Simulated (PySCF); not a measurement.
Broadened absorption spectrum of AlH6NSi

AlH₆NSi.
Z-matrix (Å and degrees, PBE0-D3(BJ)/def2-SVP geometry), rows numbered from 1:
```
Al
N   1  1.7906
Si  2  1.7434  1  129.59
H   1  1.5868  2  117.34  3   179.15
H   1  1.5846  2  118.03  3    -0.83
H   2  1.0190  1  116.40  3  -179.16
H   3  1.4982  2  112.15  1   121.77
H   3  1.4984  2  112.40  1  -117.70
H   3  1.4932  2  107.50  1     2.02
```

Computed, not measured: TDDFT CAM-B3LYP/def2-SVPD, vertical, gas phase, core orbitals frozen in the response (PySCF 2.14.0, density-fitted response routines).

Broadening: Gaussians 0.25 eV wide at half height, area fixed by f = 4.319×10⁻⁹ ∫ε dν̃. The width is an assumption, not a result. The curve ends short of the highest state used, and states not computed would add to its high-energy end.

λ (nm), ε (L mol⁻¹ cm⁻¹) and a bar:
```
    161.3       4205 #########
    163.6       2122 #####
    166.0       2789 ######
    168.4       3303 #######
    170.8       1573 ###
    173.2        308 #
    175.6         27 
    178.0          1 
    180.4          0 
    182.8         10 
    185.2        103 
    187.6        534 #
    189.9       1509 ###
    192.3       3269 #######
    194.7       6689 ###############
    197.1      11545 ##########################
    199.5      13505 ##############################
    201.9       9992 ######################
    204.3       4707 ##########
    206.7       1449 ###
    209.1        300 #
    211.5         43 
    213.9          4 
    216.2          0
```

(1) Where are the band maxima, and which computed states make them?

(2) Coming from long wavelengths, where does ε first pass 100 L mol⁻¹ cm⁻¹?

(3) On this curve, what absorbance would a 10⁻⁴ mol/L sample give at 193 nm over a 1 cm path?

Results:

(1) 199 nm (6.23 eV), ε about 14000, made up of S2 (98%); 168 nm (7.39 eV), ε about 3400, made up of S4 (99%) (ε in L mol⁻¹ cm⁻¹; maxima over ε = 5, shares over 10%). At its high-energy end, 7.69 eV, the curve is still rising (ε about 4300, from S6 and S7). The states used: S1 6.11 eV (f 0.0001); S2 6.22 eV (f 0.124); S3 6.44 eV (f 0.017); S4 7.39 eV (f 0.032); S5 7.70 eV (f 0.0032); S6 7.73 eV (f 0.011); S7 7.76 eV (f 0.032); S8 8.06 eV (f 0.0043); S9 8.11 eV (f 0.045); S10 8.29 eV (f 0.0085).

(2) At about 210 nm (5.89 eV), 0.22 eV below S1.

(3) 193 nm is 6.424 eV, where ε is about 4000 L mol⁻¹ cm⁻¹, so A = ε c l ≈ 0.4 (Beer–Lambert, with the gas-phase spectrum and the assumed width).

The vertical ionisation energy (ΔSCF) is 9.88 eV, 1.59 eV above S10.
